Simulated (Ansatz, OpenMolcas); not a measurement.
Heat of formation of SO2F2 (sulfuryl fluoride) from total energies

SO2F2: 5 atoms, total charge 0, spin state singlet. As SMILES, `O=S(=O)(F)F`. Geometry: relaxed at PBE0-D4/def2-TZVP.

Total energies at BHLYP/6-311+G** (OpenMolcas 26.06); the atoms run unrestricted:

| species | state | energy (Eh) |
| --- | --- | --- |
| SO2F2 | singlet | -748.195376 |
| O | triplet | -75.070194 |
| S | triplet | -398.120657 |
| F | doublet | -99.734301 |

Harmonic wavenumbers at PBE0-D4/def2-TZVP, in cm⁻¹: 381, 382, 539, 541, 550, 863, 900, 1299, 1538.

Measured heats of formation of the gaseous atoms at 298.15 K, in kJ/mol: O 249.2, S 277.0, F 79.4. Spin-orbit lowering of the atoms at 298 K (mean of the ground term's levels less their thermal mean, from spectra), in kJ/mol: O 0.40, S 1.88, F 1.29. Take 1 Eh = 2625.50 kJ/mol, 1 cm⁻¹ = 0.0119627 kJ/mol, RT = 2.479 kJ/mol.

**Question.** What heat of formation follows?

**Answer.** 
1. Electronic atomisation energy: 2 × (-75.070194) + (-398.120657) + 2 × (-99.734301) − (-748.195376) = 0.465729 Eh = 1222.8 kJ/mol.
2. Zero-point energy: half the sum of the wavenumbers, 3496.5 cm⁻¹ = 41.8 kJ/mol.
3. Thermal vibrational enthalpy, Σ hcν̃/(exp(hcν̃/kT) − 1): 3.6 kJ/mol. Translation, rotation and pV of a non-linear molecule: 4 RT = 9.9 kJ/mol.
4. The 5 free atoms carry 5/2 RT each: 31.0 kJ/mol.
5. Spin-orbit coupling lowers the free atoms by 2 × 0.40 + 1.88 + 2 × 1.29 = 5.3 kJ/mol.
6. Atomisation enthalpy at 298 K: 1222.8 − 5.3 − 41.8 − 3.6 − 9.9 + 31.0 = 1193.2 kJ/mol.
7. Sum of the atoms' heats of formation: 934.2 kJ/mol. Heat of formation: 934.2 − 1193.2 = -259.0 kJ/mol.

No measured value is set beside it here. Hybrids with much exact exchange underbind. Anharmonicity and any spin-orbit splitting of the molecule are left out.
